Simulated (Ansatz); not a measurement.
Rock-salt HfC, treated with r²SCAN (Ansatz, a first-principles code, plane waves, PAW).

Run with plane-wave cutoff 600 eV, 16×16×16 k mesh, Fermi–Dirac smearing 0.1 eV, finite displacements, scalar-relativistic PAW data made under PBE.

The cell has the measured lattice: a = b = c = 4.640 Å, α = β = γ = 90.00°.

Problem. Give the computed zone-centre TO phonon frequency.

Solution. 
- zone-centre TO phonon frequency = 423 cm⁻¹

Note: the cell isn't this level's own, so it is under some stress, which shifts stiffness and frequencies.

Spin–orbit coupling is not included.

It cost roughly 18 core-minutes of CPU time.
